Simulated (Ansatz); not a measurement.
# C₃H₂ClN: one species, many methods

An exercise on one series of results from a longer session: the logs are not shown, and one member is left open.

Program: Ansatz 0.2.0, Gaussian basis. Level of theory: functionals in def2-TZVPP, the program's frozen cores in correlated methods. These are calculated values, not measurements.

Levels to be run: LDA (SPW92), PBE-D4, revPBE-D4, BLYP-D4, r2SCAN-D4, B97M-V, PBE0-D4, B3LYP-D4, r2SCANh-D4, r2SCAN0-D4, HSE06-D4, BHLYP-D4, CAM-B3LYP-D4, LC-ωPBE, ωB97X-V, ωB97M-V, B2PLYP, PBE-QIDH; CCSD(T)/def2-SVP; CCSD(T)/def2-TZVPP; MP2/def2-QZVPP; extrapolation to the limit; RPA on PBE.

## Structure used throughout

The geometry comes from an earlier relaxation with PBE0-D4 in a triple-zeta def2 set; it is a stationary point, not always the lowest conformer.

SMILES `C#CC(=N)Cl`, 7 atoms, charge 0, spin multiplicity 1.

Atoms are counted from 1 here; the program's logs count them from 0.

Bond lengths: C1–C2 1.199 Å, C1–H6 1.065 Å, C2–C3 1.423 Å, C3–N4 1.252 Å, C3–Cl5 1.762 Å, N4–H7 1.018 Å. Angles: C2–C1–H6 179.4°, C1–C2–C3 178.7°, C2–C3–N4 123.5°, C2–C3–Cl5 112.4°, N4–C3–Cl5 124.1°, C3–N4–H7 112.4°.

Geometry (Å):

```mol
C3H2ClN
  3D, bonds by distance, orders not assigned

  7  6  0  0  0  0  0  0  0  0999 V2000
   -1.7886   -0.2118    0.7339 C   0  0
   -0.6883   -0.0879    0.2726 C   0  0
    0.6048    0.0583   -0.3034 C   0  0
    1.6548    0.1542    0.3723 N   0  0
    0.5561    0.0885   -2.0648 Cl  0  0
   -2.7613   -0.3215    1.1535 H   0  0
    2.4837    0.2522   -0.2097 H   0  0
  1  2  8  0
  2  3  8  0
  3  4  8  0
  3  5  8  0
  1  6  8  0
  4  7  8  0
M  END
```

The first run:

Input file in.yaml:

```yaml
crystal:
  periodic: [false, false, false]
  atoms:
    - {symbol: C, position_ang: [-1.788587, -0.211836, 0.733917]}
    - {symbol: C, position_ang: [-0.688325, -0.087902, 0.272573]}
    - {symbol: C, position_ang: [0.604790, 0.058331, -0.303376]}
    - {symbol: N, position_ang: [1.654827, 0.154242, 0.372278]}
    - {symbol: Cl, position_ang: [0.556051, 0.088464, -2.064778]}
    - {symbol: H, position_ang: [-2.761294, -0.321520, 1.153482]}
    - {symbol: H, position_ang: [2.483739, 0.252222, -0.209696]}
basis:
  gaussian: {orbitals: def2-TZVPP}
hamiltonian: {xc: lda}
output: {orbitals: {seedname: orbitals}}
```

On the command line:

```console
$ ansatz run in.yaml --threads 2 --pin off --events-out ev --progress --plain --max-ram 4352MiB
```

Steps of the session up to this table: LDA; PBE-D4 (GGA); revPBE-D4 (GGA); BLYP-D4 (GGA); r2SCAN-D4 (meta-GGA); B97M-V (meta-GGA); B3LYP-D4 (hybrid); r2SCANh-D4 (hybrid); r2SCAN0-D4 (hybrid); HSE06-D4 (hybrid); BHLYP-D4 (hybrid); CAM-B3LYP-D4 (range-separated); LC-ωPBE (range-separated); ωB97X-V (range-separated); ωB97M-V (range-separated); B2PLYP (double hybrid); PBE-QIDH (double hybrid).

One table of the session follows, with a row left open; its other results are not shown here.

It belongs to the step «Orbital energies across the functionals». 

| functional | HOMO (eV) | LUMO (eV) | gap (eV) |
| --- | --- | --- | --- |
| LDA (SPW92) | -7.16 | -3.00 | 4.17 |
| PBE-D4 | -7.03 | -2.75 | 4.28 |
| revPBE-D4 | -6.98 | -2.66 | 4.32 |
| BLYP-D4 | -6.89 | -2.59 | 4.30 |
| r2SCAN-D4 | -7.37 | -2.62 | 4.75 |
| B97M-V | -7.47 | -2.47 | 5.00 |
| PBE0-D4 | -8.49 | -1.80 | 6.69 |
| B3LYP-D4 | -8.22 | -2.01 | 6.21 |
| r2SCANh-D4 | -7.91 | -2.27 | 5.64 |
| r2SCAN0-D4 | -8.66 | -1.74 | 6.93 |
| HSE06-D4 | -8.09 | -2.18 | 5.90 |
| BHLYP-D4 | -9.50 | -0.68 | 8.82 |
| CAM-B3LYP-D4 | -9.81 | -0.65 | 9.15 |
| LC-ωPBE | ? | ? | ? |
| ωB97X-V | -10.79 | 0.43 | 11.22 |
| ωB97M-V | -10.66 | 0.39 | 11.05 |

Q: Estimate the row for LC-ωPBE from the others.

**Answer.** HOMO (eV): -11.21; LUMO (eV): 0.47; gap (eV): 11.68. In the column «HOMO (eV)» it is the lowest.
